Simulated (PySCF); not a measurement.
A basis-limit estimate, worked out

An elementary step of BH2ClO, closed shell (BH₂ClO ([OH][BH][Cl]) → BHO ([BH][O]) + HCl; bonds formed: Cl2–H4; bonds broken: B1–Cl2, O3–H4). “Start” is the structure reached by relaxing down from the saddle towards the reactants; PBE0-D4/def2-TZVP structures. The saddle:

```xyz
5
angstrom
B -0.3510 -0.0172 -0.5700
Cl 0.9854 0.8382 1.0705
O -0.4505 -1.1200 0.0045
H 0.3460 -0.4921 0.9029
H -0.5297 0.7911 -1.4079
```

PySCF 2.14 with density fitting (its default auxiliary sets; JK sets also for MP2 and CCSD(T)); basis: def2-TZVPP and def2-QZVPP; cores frozen in the correlated methods.

Energies in eV:

| quantity | saddle | start |
| --- | --- | --- |
| Hartree–Fock, triple zeta (X = 3) | -15245.54339 | -15248.26576 |
| Hartree–Fock, quadruple zeta (X = 4) | -15246.02571 | -15248.74403 |
| MP2 correlation, X = 3 | -14.94858 | -14.40786 |
| MP2 correlation, X = 4 | -16.23347 | -15.67959 |
| CCSD(T) correlation, X = 3 | -16.19442 | -15.71970 |

(1) Work out the barrier at the basis limit: extrapolate Hartree–Fock as E(X) = E∞ + A exp(−7.88 √X) and the MP2 correlation as E(X) = E∞ + B X^−2.97 (the exponents that Neese and Valeev fitted for def2-TZVPP and QZVPP), then add CCSD(T) − MP2 in triple zeta.

No T1 diagnostic of these runs exceeds 0.018.

Answers

(1) Each step is linear, so take the differences first (saddle − start): Hartree–Fock 2.72237 (X = 3) and 2.71832 (X = 4); MP2 correlation -0.54072 and -0.55388; CCSD(T) correlation -0.47472.
Two points give E∞ = E(4) + w [E(4) − E(3)], with w = 1/(exp(7.88 (2 − √3)) − 1) = 0.1377 for Hartree–Fock and w = 1/((4/3)^2.97 − 1) = 0.7407 for the correlation.
Hartree–Fock: 2.71832 + 0.1377 × (-0.00405) = 2.7178 eV.
MP2 correlation: -0.55388 + 0.7407 × (-0.01316) = -0.5636 eV.
CCSD(T) − MP2: -0.47472 − (-0.54072) = 0.0660 eV.
Sum: 2.7178 + (-0.5636) + 0.0660 = 2.2202 eV, or 51.20 kcal/mol. Plain CCSD(T) in triple zeta gives 2.2477 eV, so the larger basis shifts the result by -0.0275 eV.

Labels in which every atom is bracketed show which atoms are joined, not bond orders.

For scale, one of the runs: CCSD(T)/def2-TZVPP, 132 basis functions, launched by `OMP_NUM_THREADS=4 python run.py`. The run took 57 s on 4 CPU threads of an Arm Neoverse V1 (shared host), with 0.72 GiB of host memory at its peak.
